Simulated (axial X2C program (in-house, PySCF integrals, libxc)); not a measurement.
AlS⁺: from the spin-free to the two-component result

Calculated with an axial X2C code built on PySCF integrals. Spin-free means the one-electron spin-free X2C Hamiltonian; two-component (2c) means X2C with spin–orbit coupling and atomic mean-field two-electron Coulomb and Gaunt terms, so the difference of the two also holds small scalar two-electron terms. Basis: S dyall-av3z [9s8p3d2f], Al dyall-v3z [8s8p2d1f] (cores contracted in-house); Gaussian nuclei, density fitting, unrestricted open shells. Masses: S 31.972 u, Al 26.982 u.

Spin-free state: M_S = 1, Λ = 1 (beyond evenly filled blocks: σα, π+α, π+β, π-α); fragments S + Al+.

```csv
level,Re (Å),ωe (cm⁻¹),De (eV),μ (D)
PBE0,2.186,461.3,1.087,4.39
HF,2.174,457.7,0.247,5.00
CCSD,2.201,429.4,0.695,n/a
CCSD(T),2.202,441.4,0.831,n/a
TPSSh,2.188,466.6,1.092,4.35
```

Correlated methods: 8 electrons correlated (number of frozen shells: S 2 s, 1 p; Al 2 s, 1 p), 170 virtual spin orbitals or spinors in MP2, 90 natural virtuals in coupled cluster.

Dipoles are positive if Al is the positive end and refer to the centre of mass.

Two-component determinant lowest at the distance of the search:

Ω = 2 (⟨Sz⟩ = 1.00, ⟨Lz⟩ = 1.00 at HF); fragments S + Al+.

| level | Re (Å) | ωe (cm⁻¹) | De (eV) | μ (D) |
| --- | --- | --- | --- | --- |
| PBE0 | 2.186 | 460.8 | 1.108 | 4.39 |
| HF | 2.175 | 456.6 | 0.264 | 5.00 |
| CCSD | 2.201 | 428.5 | 0.702 | n/a |
| CCSD(T) | 2.203 | 440.8 | 0.829 | n/a |
| TPSSh | 2.188 | 466.2 | 1.113 | 4.35 |

(1) From the two tables, how do the constants change at the CCSD(T) level (2c against spin-free)?

Occupations by symmetry block were frozen at the best pattern of an incomplete PBE0 search. Dissociation energies refer to the lowest single-determinant-based atoms at the same level and basis. Density functionals use the spin component along the axis (collinear). CCSD and (T) use frozen natural virtuals with an MP2 correction for the truncation; (T) itself is uncorrected, so its De runs slightly low. In 2c an atomic determinant is not the ground J level, so De misses part of the atomic spin–orbit lowering. This holds for PBE0, TPSSh. Other states lie close and PBE0, whose exact exchange favours high spin, may order them wrongly; the determinant shown need not be the ground state. The nearest other spin-free determinant of the search, M_S = 0, Λ = 1, lies 0.11 eV up at the distance of the search. The functionals have no current-density term, which raises determinants with orbital currents, atoms included. With several unpaired electrons one determinant need not be a pure state. A state of lower Ω lies just above, and one determinant can place such states too high, so the state shown need not be the lowest. The search has Ω = 1 only 0.11 eV up. Open-shell Ω = 0 determinants with evenly filled partner blocks cannot be reached by this program, so the Ω shown need not be the lowest component.

Results:

(1) At the CCSD(T) level Re is unchanged within 0.001 Å and ωe goes down by 0.6 cm⁻¹; De changes by -0.002 eV.
